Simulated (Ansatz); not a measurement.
A made-up structure of CH2NSi, doublet:

```tsv
atom	x (Å)	y (Å)	z (Å)
N1	-0.0906	-0.5493	0.9374
C2	-0.0482	-1.2141	1.8807
Si3	-0.2678	0.5619	-0.5060
H4	-0.5074	-0.2474	-1.7218
H5	0.9140	1.4490	-0.5904
```

It is relaxed with PBE-D4/def2-SVP and then PBE0-D4/def2-TZVP (Ansatz 0.2.0). Atoms count as bonded within 1.22 times the sum of their covalent radii (H–H: 0.88 Å). The end point is not checked to be a true minimum.

Does its bonding change? (A judgement: the text doesn't fix the answer.)

Computed: No: no bond forms or breaks.

Where it ends: The first stage lowers the energy by 0.16 eV in 4 steps. It ends as CH₂NSi ([C][N][SiH2]):
```
5
angstrom
N -0.0817 -0.5156 0.8755
C -0.0467 -1.1872 1.8385
Si -0.2851 0.5530 -0.4710
H -0.5011 -0.2699 -1.6850
H 0.9145 1.4196 -0.5581
```

Labels in which every atom is bracketed show which atoms are joined, not bond orders.

For scale, one of the runs: PBE0-D4/def2-TZVP relaxation, 111 basis functions, launched by `ansatz run in.yaml --threads 2 --pin off --events-out ev --progress --plain --max-ram 4352MiB`. Hardware: 2 CPU threads of an Arm Neoverse V1, shared host. Wall time about 15 s.
